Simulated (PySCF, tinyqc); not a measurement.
A ladder of methods, and size consistency: correlation methods against full CI in the sto-3g basis, for LiH, spin multiplicity 1. Computed by the program tinyqc with PySCF. 

Geometry (angstrom):

| atom | x | y | z |
|---|---|---|---|
| Li | 0.0000 | 0.0000 | 0.0000 |
| H | 0.0000 | 0.0000 | 2.0630 |

RHF energy of one = -7.823979 hartree

All electrons correlated; +Q is the Davidson correction (1 - c0^2) E_corr. The last columns treat two copies 100 angstrom apart as one system. FCI is the lowest singlet.

Correlation energies (hartree):

| method | E_corr of one | share of FCI (%) | E_corr of two at 100 angstrom | two minus twice one (mhartree) |
|---|---|---|---|---|
| MP2 | -0.01848 | 57.132 | -0.03695 | -5.53e-05 |
| CISD | -0.03231 | 99.925 | -0.06138 | 3.246 |
| CISD+Q | -0.03419 | 105.725 | -0.06707 | 1.314 |
| CCSD | -0.03232 | 99.939 | -0.06464 | -1.36e-04 |
| CCSD(T) | -0.03234 | 99.989 | -0.06467 | -1.35e-04 |
| FCI | -0.03234 | 100.000 | - | - |

MP2 recovers 57 %, CISD 99.9 % and CCSD 99.9 % of the FCI value (c0^2 = 0.942 in CISD). MP2 and coupled cluster are size consistent, so their last column vanishes but for a trace of long-range electrostatics; CISD loses 3.25 mhartree, since a double excitation on each copy is a quadruple of the pair, and the Davidson correction leaves +1.31. The restricted reference is unstable here: a spin-polarised solution lies 0.0002 hartree lower (PySCF), so results built on it describe a poor reference.
